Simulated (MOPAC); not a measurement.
MOPAC input (PM3):

```
PM3 PRECISE GNORM=0.05 LET XYZ CHARGE=-1 GEO-OK AUX(PRECISION=9) THREADS=1
C4H3S

S     0.00049414 1    0.06450114 1    1.16622654 1
C    -0.00143610 1    1.37701627 1    0.02005522 1
C     0.00130320 1   -1.23742310 1    0.00830037 1
C    -0.00137378 1    0.74802200 1   -1.22132953 1
C     0.00011948 1   -0.68488477 1   -1.24455526 1
H     0.00253092 1   -2.28684857 1    0.26962575 1
H    -0.00241967 1    1.31834414 1   -2.14933417 1
H     0.00030568 1   -1.27989620 1   -2.15474108 1
```

Q: What heat of formation does the run end on?

A: 41.89 kcal/mol.
